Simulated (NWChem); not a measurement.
System: C₃H₄, triplet; SMILES of the neutral closed-shell parent C#CC

Here is an NWChem input.

```
start job
memory heap 200 mb stack 900 mb global 1100 mb
geometry units angstroms noautosym nocenter noautoz
  C      0.080077    -1.145541     0.000000
  C     -0.480835     0.212905     0.000000
  C      0.096995     1.413632     0.000000
  H     -0.236908    -1.709558    -0.892637
  H     -0.236908    -1.709558     0.892637
  H      1.188369    -1.106439     0.000000
  H      1.174719     1.655660     0.000000
end
basis spherical
  * library 6-31g*
end
dft
  odft
  mult 3
  xc hfexch
  iterations 150
  mulliken
end
task dft energy
esp
  recalculate
  probe 0.07
  range 0.3
  factor 1.0
  spacing 0.02
end
task esp
```

Parts of the log:

```
             Northwest Computational Chemistry Package (NWChem) 7.3.0
             --------------------------------------------------------

                             Geometry "geometry" -> ""
                             -------------------------

 Output coordinates in angstroms (scale by  1.889725989 to convert to a.u.)

  No.       Tag          Charge          X              Y              Z
 ---- ---------------- ---------- -------------- -------------- --------------
    1 C                    6.0000     0.08007700    -1.14554100     0.00000000
    2 C                    6.0000    -0.48083500     0.21290500     0.00000000
    3 C                    6.0000     0.09699500     1.41363200     0.00000000
    4 H                    1.0000    -0.23690800    -1.70955800    -0.89263700
    5 H                    1.0000    -0.23690800    -1.70955800     0.89263700
    6 H                    1.0000     1.18836900    -1.10643900     0.00000000
    7 H                    1.0000     1.17471900     1.65566000     0.00000000

 Effective nuclear repulsion energy (a.u.)      57.6329576523

  xc_inp: hfexch multiplicative factor not found.

                                 NWChem DFT Module
                                 -----------------

 Summary of "ao basis" -> "ao basis" (spherical)
 ------------------------------------------------------------------------------
       Tag                 Description            Shells   Functions and Types
 ---------------- ------------------------------  ------  ---------------------
 C                           6-31g*                  6       14   3s2p1d
 H                           6-31g*                  2        2   2s

            General Information
            -------------------
          SCF calculation type: DFT
          Wavefunction type:  spin polarized.
          No. of atoms     :     7
          No. of electrons :    22
           Alpha electrons :    12
            Beta electrons :    10
          Charge           :     0
          Spin multiplicity:     3
          Use of symmetry is: off; symmetry adaption is: off
          Maximum number of iterations: 150
          AO basis - number of functions:    50
                     number of shells:    26
          Convergence on energy requested:  1.00D-06
          Convergence on density requested:  1.00D-05
          Convergence on gradient requested:  5.00D-04

              XC Information
              --------------
                     Hartree-Fock (Exact) Exchange  1.000

      Superposition of Atomic Density Guess
      -------------------------------------

 Sum of atomic energies:        -114.97369260

      Non-variational initial energy
      ------------------------------

 Total energy =    -116.358630
 1-e energy   =    -267.098754
 2-e energy   =      93.107166
 HOMO         =      -0.246360
 LUMO         =      -0.095670

     ---------------------------------------------
      Total Density - Mulliken Population Analysis
     ---------------------------------------------

    Atom       Charge   Shell Charges
 -----------   ------   -------------------------------------------------------
    1 C    6     6.65   2.00  0.72  2.00  0.67  1.23  0.03
    2 C    6     5.98   2.00  0.76  1.65  0.63  0.90  0.03
    3 C    6     6.31   2.00  0.77  1.68  0.71  1.12  0.03
    4 H    1     0.76   0.45  0.30
    5 H    1     0.76   0.45  0.30
    6 H    1     0.75   0.44  0.31
    7 H    1     0.80   0.44  0.36

     --------------------------------------------
      Spin Density - Mulliken Population Analysis
     --------------------------------------------

    Atom       Charge   Shell Charges
 -----------   ------   -------------------------------------------------------
    1 C    6     0.12   0.00  0.02  0.08 -0.01  0.02  0.01
    2 C    6     0.79   0.00  0.03  0.40  0.09  0.26  0.01
    3 C    6     0.85   0.00  0.04  0.42  0.06  0.32  0.01
    4 H    1     0.02   0.01  0.01
    5 H    1     0.02   0.01  0.01
    6 H    1     0.09   0.04  0.05
    7 H    1     0.12   0.05  0.07

   convergence    iter        energy       DeltaE   RMS-Dens  Diis-err
 ---------------- ----- ----------------- --------- --------- ---------
 d= 0,ls=0.0,diis     1   -115.6916218189 -1.73D+02  7.60D-03  5.12D-02
                                                     3.41D-03  5.99D-02
 d= 0,ls=0.0,diis     2   -115.7515056486 -5.99D-02  4.74D-03  7.57D-03
                                                     1.75D-03  8.54D-03
 d= 0,ls=0.0,diis     3   -115.7626219114 -1.11D-02  9.49D-04  5.52D-04
                                                     5.26D-04  1.34D-03
 d= 0,ls=0.0,diis     4   -115.7636905561 -1.07D-03  5.96D-04  1.83D-04
                                                     3.04D-04  2.05D-04
 d= 0,ls=0.0,diis     5   -115.7639814402 -2.91D-04  2.45D-04  2.63D-05
                                                     1.56D-04  3.70D-05
  Resetting Diis
 d= 0,ls=0.0,diis     6   -115.7640353165 -5.39D-05  9.63D-05  5.55D-06
                                                     7.71D-05  6.22D-06
 d= 0,ls=0.0,diis     7   -115.7640466351 -1.13D-05  2.48D-05  1.01D-06
                                                     2.82D-05  1.92D-06
 d= 0,ls=0.0,diis     8   -115.7640497523 -3.12D-06  3.18D-05  1.13D-06
                                                     2.76D-05  9.31D-07
 d= 0,ls=0.0,diis     9   -115.7640530289 -3.28D-06  4.34D-05  7.16D-07
                                                     4.32D-05  1.02D-06
 d= 0,ls=0.0,diis    10   -115.7640576294 -4.60D-06  4.98D-05  7.86D-07
                                                     4.72D-05  7.44D-07
 d= 0,ls=0.0,diis    11   -115.7640627912 -5.16D-06  1.24D-04  7.20D-07
                                                     1.20D-04  7.47D-07
 d= 0,ls=0.0,diis    12   -115.7640753575 -1.26D-05  7.51D-04  6.72D-07
                                                     7.27D-04  6.54D-07
 d= 0,ls=0.0,diis    13   -115.7641342599 -5.89D-05  4.31D-04  3.22D-07
                                                     4.19D-04  2.26D-07
 d= 0,ls=0.0,diis    14   -115.7641493853 -1.51D-05  1.01D-04  1.03D-07
                                                     9.90D-05  6.01D-08
 d= 0,ls=0.0,diis    15   -115.7641475063  1.88D-06  2.91D-04  7.73D-08
                                                     2.85D-04  9.22D-08
 d= 0,ls=0.0,diis    16   -115.7641499158 -2.41D-06  8.09D-05  1.64D-08
                                                     7.90D-05  1.44D-08
 d= 0,ls=0.0,diis    17   -115.7641502561 -3.40D-07  6.54D-06  1.82D-10
                                                     6.56D-06  1.89D-10

         Total DFT energy =     -115.764150256108
      One electron energy =     -268.859214874272
           Coulomb energy =      112.373204057869
    Exchange-Corr. energy =      -16.911097092047
 Nuclear repulsion energy =       57.632957652343

 Numeric. integr. density =        0.000000000000

                    DFT Final Alpha Molecular Orbital Analysis
                    ------------------------------------------

 Vector   10  Occ=1.000000D+00  E=-4.820142D-01
              MO Center= -5.5D-02,  3.7D-01, -3.7D-15, r^2= 2.7D+00
   Bfn.  Coefficient  Atom+Function         Bfn.  Coefficient  Atom+Function
  ----- ------------  ---------------      ----- ------------  ---------------
    32      0.394588  3 C  py                17     -0.304348  2 C  px
    36      0.226297  3 C  py                 3      0.194870  1 C  px
    21     -0.188888  2 C  px                34      0.179212  3 C  s
    31     -0.173030  3 C  px                47      0.161928  6 H  s
    48      0.157800  6 H  s                  4      0.137484  1 C  py

[...]

                     NWChem Electrostatic Potential Fit Module
                     -----------------------------------------

 Atom parameters

 Number of atoms is                                    7
 Number of basis functions is                         50

 Grid parameters

 Maximum number of grid points is                  31460
 Number of grid points is                          31459
 Grid range                                     0.300000 nm
 Grid spacing                                   0.020000 nm
 Probe radius                                   0.070000 nm
 Atom radius factor                             1.000000

 Atomic radii

    1    0.100000
    6    0.147000
 FASTESP  F
  using M.O. file = ./job.movecs

    Atom              Coordinates                           Charge

                                                  ESP

    1 C     0.008008   -0.114554    0.000000    0.030194
    2 C    -0.048084    0.021291    0.000000   -0.018400
    3 C     0.009700    0.141363    0.000000   -0.246360
    4 H    -0.023691   -0.170956   -0.089264    0.020652
    5 H    -0.023691   -0.170956    0.089264    0.020810
    6 H     0.118837   -0.110644    0.000000    0.034139
    7 H     0.117472    0.165566    0.000000    0.158964
                                            ------------
                                               -0.000000

 Dipole moment                                  0.585197

 Quadrupole moment Qxx                         -1.531595
                   Qyy                          3.584895
                   Qzz                         -2.053300

 RMS deviation kJ/mol                           0.076271

 RRMS %                                        44.932400
```

Level: UHF/6-31G* (spherical d). In the optimisation the excess spin sits in a' (Cs, its own frame). All runs use the structure optimised with PBE0/def2-SVP, spin-unrestricted. The spin multiplicity was typed, not searched, and may not be the lowest. No stability test was run on the SCF state.
